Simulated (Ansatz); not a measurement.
# One shape, several levels: quartet NCO

Aim: a comparison of 6 runs (U-r2SCAN/STO-3G, U-wB97M-V/STO-3G, UB3LYP/STO-3G, UPBE0/STO-3G, UMP2/STO-3G, UCCSDT(Q)/STO-3G) of quartet NCO. 

The results are computed with Ansatz 0.2.0.

66 further runs of the same task are left out: 13 that didn't finish, 53 set aside as unsound or not needed.

## Step 1: The molecule

NCO has 3 atoms, charge 0, and is taken as a quartet. SMILES of the parent species: `[N]=C=O`. The coordinates come from a PBE0-D4/def2-TZVP relaxation. That shape belongs to the parent species and isn't relaxed for this state.

Bond lengths: N1–C2 1.222 Å, C2–O3 1.171 Å. Angles: N1–C2–O3 180.0°.

## Step 2: A single-point energy at U-r2SCAN/STO-3G (run 1)

in.yaml

```yaml
crystal:
  periodic: [false, false, false]
  atoms:
    - {symbol: "N", position_ang: [0.968200, 0.423100, 0.579200]}
    - {symbol: C, position_ang: [-0.013800, -0.006000, -0.008300]}
    - {symbol: O, position_ang: [-0.954400, -0.417100, -0.571000]}
basis:
  gaussian:
    orbitals: STO-3G
hamiltonian:
  xc: {name: r2SCAN}
magnetization:
  spin_polarized: true
  initial_magnetization: 3
accuracy: high
```

Launch:

```console
$ ansatz run in.yaml --threads 1 --pin off --max-ram 2610MiB --events-out events.jsonl --progress --plain --runs-dir runs
```

Output:

```text
Warning: RAYON_NUM_THREADS=1 ignored (pool sized by the plan → 1); use --threads N
Functional definition: r2SCAN
  name "r2SCAN"
  parameter k0 = 0.174
  parameter k1 = 0.065
  parameter a1 = 4.9479
  exchange = r2scan_x(k0 = k0, k1 = k1, a1 = a1)
  correlation = r2scan_c
251 factors; integrals over basis functions are off by at most 2.2e-8 eV
mean field evaluation 1: about -4500.8679 eV, gradient 1.4e1 eV
mean field evaluation 2: about -4495.8841 eV, gradient 2.9e1 eV
mean field evaluation 4: about -4502.2448 eV, gradient 2.0e0 eV
mean field evaluation 8: about -4502.2406 eV, gradient 2.1e-2 eV
mean field evaluation 16: about -4502.2406 eV, gradient 1.9e-7 eV
mean field evaluation 32: about -4502.2406 eV, gradient 5.8e-2 eV
mean field -4502.24064505 eV, -165.4542919772 hartree, gradient 2.6e-8 eV, S^2 3.767533; 4 other end points of the search recorded, 0 dependent functions left out
reference -4502.24064531 eV, -165.4542919867 hartree; 12, 9 occupied and 3, 6 virtual orbitals, 251 factors
Total energy: -4502.24064531 eV, -165.4542919867 hartree
```

Run time: 18 s. Hardware: 1 thread of Intel Xeon Platinum 8375C at 2.90GHz (Ice Lake), shared host; peak memory 0.18 GiB.

## Step 3: A single-point energy at U-wB97M-V/STO-3G (run 2)

run.yaml

```yaml
crystal:
  periodic: [false, false, false]
  atoms:
    - {symbol: "N", position_ang: [0.968200, 0.423100, 0.579200]}
    - {symbol: C, position_ang: [-0.013800, -0.006000, -0.008300]}
    - {symbol: O, position_ang: [-0.954400, -0.417100, -0.571000]}
basis:
  gaussian:
    orbitals: STO-3G
magnetization:
  spin_polarized: true
  initial_magnetization: 3
hamiltonian:
  xc: {name: wB97M-V}
accuracy: high
```

Launch:

```console
$ ansatz run run.yaml --threads 1 --pin off --max-ram 2610MiB --events-out events.jsonl --progress --plain --runs-dir runs
```

Output, shortened:

```text
Warning: RAYON_NUM_THREADS=1 ignored (pool sized by the plan → 1); use --threads N
Functional definition: wB97M-V
  name "wB97M-V"
[...]
  gx(w, u) = 1 - cx + cx01*u + cx10*w
  gss(w, u) = css00 + css04*u^4 + css10*w + css20*w^2 + css43*w^4*u^3
  gos(w, u) = cos00 + cos10*w + (cos20 + cos21*u)*w^2 + (cos60 + cos61*u)*w^6
[...]
      + integral(e_c_pw_mod_opposite_spin*gos(b97_w_opposite, b97_u_opposite)) + vv10(b, c)
251 factors; integrals over basis functions are off by at most 2.2e-8 eV
115 factors; integrals over basis functions are off by at most 4.6e-10 eV
[...]
mean field -4503.75392900 eV, -165.5099041367 hartree, gradient 8.3e-8 eV, S^2 3.768128; 0 other end points of the search recorded, 0 dependent functions left out
reference -4503.75393012 eV, -165.5099041777 hartree; 12, 9 occupied and 3, 6 virtual orbitals, 251 factors
Total energy: -4503.75393012 eV, -165.5099041777 hartree
```

Run time: 45 s. Hardware: 1 thread of Intel Xeon Platinum 8375C at 2.90GHz (Ice Lake), shared host; peak memory 0.35 GiB.

Runs 3 to 5 aren't shown in full; the table further down has their settings and results.

## Step 4: The energy at UCCSDT(Q)/STO-3G (run 6)

run.yaml

```yaml
crystal:
  periodic: [false, false, false]
  atoms:
    - {symbol: "N", position_ang: [0.968200, 0.423100, 0.579200]}
    - {symbol: C, position_ang: [-0.013800, -0.006000, -0.008300]}
    - {symbol: O, position_ang: [-0.954400, -0.417100, -0.571000]}
basis:
  gaussian: {orbitals: STO-3G}
correlation: {method: ccsdt_q, frozen_orbitals: {C: 1, "N": 1, O: 1}}
accuracy: high
magnetization: {spin_polarized: true, initial_magnetization: 3}
scf: {omitted_lower_state_checks: [cluster_reference, increment]}
```

Launch:

```console
$ ansatz run run.yaml --threads 1 --pin off --max-ram 2610MiB --events-out events.jsonl --progress --plain --runs-dir runs
```

Output:

```text
Warning: RAYON_NUM_THREADS=1 ignored (pool sized by the plan → 1); use --threads N
[... 14 lines left out ...]
3 core orbitals not correlated: weight in the atoms' cores, before any rotation towards them, 1.000 or more for the frozen orbitals, at most 0.000 for the correlated occupied ones
[... 36 lines left out ...]
Total energy: -4486.07236767 eV, -164.8601187426 hartree
Checks for a lower state left out: cluster_reference, increment
```

It took 3.6 s on 1 thread of Intel Xeon Platinum 8375C at 2.90GHz (Ice Lake), shared host; peak memory 0.17 GiB.

## Step 5: Overview of the runs

| run | level | frozen core orbitals | energy (Eh) | ⟨S²⟩ | wall time |
| --- | --- | --- | --- | --- | --- |
| 1 | U-r2SCAN/STO-3G | – | -165.454292 | 3.768 | 18 s |
| 2 | U-wB97M-V/STO-3G | – | -165.509904 | 3.768 | 45 s |
| 3 | UB3LYP/STO-3G | – | -165.499981 | 3.767 | 18 s |
| 4 | UPBE0/STO-3G | – | -165.351452 | 3.771 | 29 s |
| 5 | UMP2/STO-3G | 3 | -164.820256 | 3.894 | 0.2 s |
| 6 | UCCSDT(Q)/STO-3G | 3 | -164.860119 | 3.894 | 3.6 s |

## Step 6: Summary of results

| quantity | value |
| --- | --- |
| run 6: total energy | -164.86012 Eh |
| run 6: correlation energy (3 core orbitals frozen) | -136.1 mEh |
| run 6: ⟨S²⟩ of the reference determinant | 3.894 |
| run 6: T1 diagnostic | 0.031 |

Totals of different functionals can't be ranked against each other. In runs 1, 2, 3, 4, 5, 6 the basis is minimal, so the values are rough. Spin contamination of the reference: run 5 ⟨S²⟩ = 3.89, run 6 ⟨S²⟩ = 3.89. All runs together took 1.9 min, the longest 45 s.
